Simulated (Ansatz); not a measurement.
Results of LC-ωPBE (plane waves, PAW; Ansatz, a program for electronic structure) for rock-salt MgS.

Numerical settings: plane-wave cutoff 460 eV, 8×8×8 k mesh, Fermi–Dirac smearing 0.01 eV, scalar-relativistic PAW data made under PBE.

Computed at the level's own relaxed cell.

**Question.** What does this level give for the smallest direct gap on the k points sampled, pressure derivative B′ of the bulk modulus, band gap and bulk modulus B0?

**Answer.** 
smallest direct gap on the k points sampled: 10.18 eV
pressure derivative B′ of the bulk modulus: 3.9
band gap: 8.91 eV (on the SCF k mesh) (indirect)
bulk modulus B0: 86.5 GPa

Measured, for comparison: bulk modulus 81 GPa (corrected for zero-point motion; as tabulated in Goldzak et al. (2022), arXiv:2208.04865). Computed (rounded) less measured: bulk modulus +7 %.

The result took about 6 core-minutes (a rough figure).
